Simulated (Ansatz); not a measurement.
The input, for Ansatz 0.2.0:

```yaml
crystal:
  periodic: [false, false, false]
  atoms:
    - {symbol: C, position_ang: [-0.006889, 0.011583, -0.000034]}
    - {symbol: H, position_ang: [1.073041, 0.025609, -0.000355]}
    - {symbol: H, position_ang: [-0.456239, 0.767043, -0.002259]}
    - {symbol: H, position_ang: [-0.534707, -0.930674, 0.003021]}
basis:
  gaussian: {orbitals: 6-31G}
magnetization: {spin_polarized: false, initial_magnetization: 1}
correlation: {method: fic_mrcisd_q_relaxed, electrons: all, active_space: {window: {electrons: 3, orbitals: 2}}}
accuracy: high
```

```sh
$ ansatz run in.yaml --threads 1 --pin off --events-out ev --progress --plain --max-ram 2393MiB
```

Output:

```
346 factors; integrals over basis functions are off by at most 3.3e-9 eV
mean field evaluation 1: about -1074.5171 eV, gradient 1.3e1 eV
mean field evaluation 2: about -1074.5143 eV, gradient 1.3e1 eV
mean field evaluation 4: about -1074.9428 eV, gradient 8.9e-1 eV
mean field evaluation 8: about -1074.9450 eV, gradient 4.2e-8 eV
mean field -1074.94495992 eV, -39.5034986533 hartree, gradient 1.8e-8 eV, S^2 0.750000; 0 other end points of the search recorded, 0 dependent functions left out
reference -1074.94495992 eV, -39.5034986533 hartree; 5, 4 occupied and 10, 11 virtual orbitals, 346 factors
state -1074.94495992 eV, -39.5034986533 hartree
contracted CI cycle   1: correlation 0.00000000 eV, 0.0000000000 hartree, residual 1.34e1 eV
contracted CI cycle   2: correlation -2.38059204 eV, -0.0874851438 hartree, residual 2.09e0 eV
contracted CI cycle   3: correlation -2.44999933 eV, -0.0900358146 hartree, residual 4.97e-1 eV
contracted CI cycle   4: correlation -2.45293295 eV, -0.0901436234 hartree, residual 1.27e-1 eV
contracted CI cycle   5: correlation -2.45305369 eV, -0.0901480604 hartree, residual 2.97e-2 eV
contracted CI cycle   6: correlation -2.45305980 eV, -0.0901482849 hartree, residual 5.69e-3 eV
contracted CI cycle   7: correlation -2.45306010 eV, -0.0901482961 hartree, residual 1.19e-3 eV
contracted CI cycle   8: correlation -2.45306012 eV, -0.0901482967 hartree, residual 3.77e-4 eV
contracted CI cycle   9: correlation -2.45306012 eV, -0.0901482967 hartree, residual 1.05e-4 eV
contracted CI cycle  10: correlation -2.45306012 eV, -0.0901482967 hartree, residual 2.01e-5 eV
contracted CI cycle  11: correlation -2.45306012 eV, -0.0901482967 hartree, residual 3.92e-6 eV
state -1074.94495992 eV, -39.5034986533 hartree; corrected -1077.50036944 eV, -39.5974082211 hartree
WARN: 1 active orbitals are nearly empty or full. The corrections depend on them more than the energy does, and are more stable in an active space without them
Total energy: -1077.50036944 eV, -39.5974082211 hartree
```

Ran on 1 thread of Arm Neoverse V1, shared host: 0.27 s wall, 0.05 GiB peak host memory.
